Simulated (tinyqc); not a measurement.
Inside a calculation. Method: RHF in the sto-6g basis, for H3O+, spin multiplicity 1. One step of it, computed by the program tinyqc.

Problem. Iteration 2: DIIS coefficients. Solve [B -1; -1 0][c; lambda] = [0; -1] for the coefficients, which sum to one.

B (overlaps of the stored error matrices):
```
,1,2
1,1.1415639e+01,-4.7749090e-01
2,-4.7749090e-01,6.9719840e-01
```

Give: DIIS coefficients.

Solution.

DIIS coefficients: 0.090  0.910
